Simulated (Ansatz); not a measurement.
**C₄H₈S: one species, many methods**

How much do the methods differ for C₄H₈S? The plan is to run it at one geometry with functionals of several rungs and with coupled cluster. The yardstick is the atomisation energy at the CCSD(T) limit.

The runs use Ansatz 0.2.0, Gaussian basis; functionals in def2-TZVPP, the program's frozen cores in correlated methods.

The runs, in order: PBE-D4, r2SCAN-D4, PBE0-D4, B3LYP-D4, ωB97X-V, ωB97M-V, B2PLYP; CCSD(T)/def2-TZVPP; MP2/def2-QZVPP; extrapolation to the limit.

### Step 1. The relaxed structure

The geometry comes from an earlier relaxation with PBE0-D4 in a triple-zeta def2 set; it is a stationary point, not always the lowest conformer.

SMILES `C=CC(C)S`, 13 atoms, charge 0, spin multiplicity 1.

Atoms are counted from 1 here; the program's logs count them from 0.

Bond lengths: C1–C2 1.326 Å, C1–H6 1.083 Å, C1–H7 1.084 Å, C2–C3 1.494 Å, C2–H8 1.087 Å, C3–C4 1.515 Å, C3–S5 1.831 Å, C3–H9 1.097 Å, C4–H10 1.094 Å, C4–H11 1.090 Å, C4–H12 1.092 Å, S5–H13 1.343 Å. Angles: C2–C1–H6 120.8°, C2–C1–H7 122.3°, H6–C1–H7 116.8°, C1–C2–C3 125.8°, C1–C2–H8 119.5°, C3–C2–H8 114.7°, C2–C3–C4 115.5°, C2–C3–S5 109.2°, C2–C3–H9 108.1°, C4–C3–S5 112.2°, C4–C3–H9 109.2°, S5–C3–H9 101.6°, C3–C4–H10 110.6°, C3–C4–H11 110.3°, C3–C4–H12 111.1°, H10–C4–H11 108.7°, H10–C4–H12 108.2°, H11–C4–H12 107.8° and more.

### Step 2. PBE-D4 (GGA)

in.yaml reads:

```yaml
crystal:
  periodic: [false, false, false]
  atoms:
    - {symbol: C, position_ang: [-1.712648, -0.257598, -0.523372]}
    - {symbol: C, position_ang: [-0.534230, 0.096961, -1.018206]}
    - {symbol: C, position_ang: [0.773076, 0.019938, -0.299927]}
    - {symbol: C, position_ang: [0.730221, -0.632864, 1.066057]}
    - {symbol: S, position_ang: [1.529632, 1.686236, -0.246163]}
    - {symbol: H, position_ang: [-2.616251, -0.153047, -1.111912]}
    - {symbol: H, position_ang: [-1.823767, -0.664185, 0.475325]}
    - {symbol: H, position_ang: [-0.476635, 0.504833, -2.023931]}
    - {symbol: H, position_ang: [1.480498, -0.523366, -0.937849]}
    - {symbol: H, position_ang: [0.349122, -1.655408, 0.992851]}
    - {symbol: H, position_ang: [1.728458, -0.663342, 1.502446]}
    - {symbol: H, position_ang: [0.084140, -0.075269, 1.747900]}
    - {symbol: H, position_ang: [0.508685, 2.282311, 0.391579]}
basis:
  gaussian: {orbitals: def2-TZVPP}
hamiltonian: {xc: pbe, dispersion: d4}
output: {forces: true, orbitals: {seedname: orbitals}}
```

The run is started by

```
$ ansatz run in.yaml --threads 4 --pin off --events-out ev --progress --plain --max-ram 10444MiB
```

Further steps of the session: r2SCAN-D4 (meta-GGA); PBE0-D4 (hybrid); B3LYP-D4 (hybrid); ωB97X-V (range-separated); ωB97M-V (range-separated); B2PLYP (double hybrid); CCSD(T) in def2-TZVPP; MP2 in def2-QZVPP.

**Question.** What will the summary of the whole plan be? Wanted: atomisation energy, CCSD(T)/CBS; farthest; mean size of error, hybrid; mean size of error, range-separated; gap, smallest and largest; T1 diagnostic; triples share of the correlation energy.

The runs gave:

| quantity | value |
| --- | --- |
| atomisation energy, CCSD(T)/CBS | 1213.2 kcal/mol |
| functionals within 6.1 kcal/mol (0.5 %) | r2SCAN-D4, B3LYP-D4, ωB97X-V, ωB97M-V |
| farthest | PBE-D4 (+27.3 kcal/mol) |
| mean size of error, hybrid | 5.5 kcal/mol |
| mean size of error, range-separated | 3.2 kcal/mol |
| gap, smallest and largest | 4.52 eV (PBE-D4), 11.34 eV (ωB97X-V) |
| T1 diagnostic | 0.0103 |
| triples share of the correlation energy | 4.3 % |

PBE-D4 misses by +27.3 kcal/mol. Double hybrids carry the basis error of their MP2 part in triple zeta, and no dispersion term here, so their miss is partly the set-up's. The reference freezes the cores and leaves out relativity and excitations past (T), so misses under about 6.1 kcal/mol can't be ranked. Hartree-Fock recovers 74 % of the binding; the rest is correlation. Orbital gaps span 4.5 to 11.3 eV; exact exchange widens them.
